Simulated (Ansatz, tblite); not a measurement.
Removing an electron: Si(NH2)2 (SiN2H4). Charge 0, multiplicity 1. Geometry: PBE0-D4/def2-TZVP. Ansatz, gas phase; energy differences of separate SCF runs; the oxidised species was run as a doublet alone.

```xyz
7

Si   -0.7451   -0.3168   -0.7949
N     0.2963   -1.2700    0.1808
H     0.3009   -2.2723    0.0890
H     0.9496   -0.9527    0.8815
N    -0.3400    1.2514   -0.2276
H    -0.7929    2.0632   -0.6135
H     0.3312    1.4972    0.4848
```

The xTB rows come from tblite. Correlated methods freeze 7 core orbitals.

```
              level  −HOMO (eV)  vertical IE (eV)  −LUMO (eV)  HOMO–LUMO gap (eV)
           GFN1-xTB        9.57             13.09        5.44                4.12
           GFN2-xTB        8.62             12.26        5.04                3.59
      HF/def2-TZVPP           –              7.69           –                   –
   PBE-D4/def2-TZVP        5.25              8.56        1.06                4.19
r2SCAN-D4/def2-TZVP        5.44              8.47        0.93                4.51
  PBE0-D4/def2-TZVP        6.33              8.61        0.26                6.08
     MP2/def2-TZVPP           –              8.55           –                   –
    CCSD/def2-TZVPP           –              8.70           –                   –
 CCSD(T)/def2-TZVPP           –              8.72           –                   –
```

  Raw xTB energy differences between charge states are shifted by several eV; the methods need an empirical correction for them.
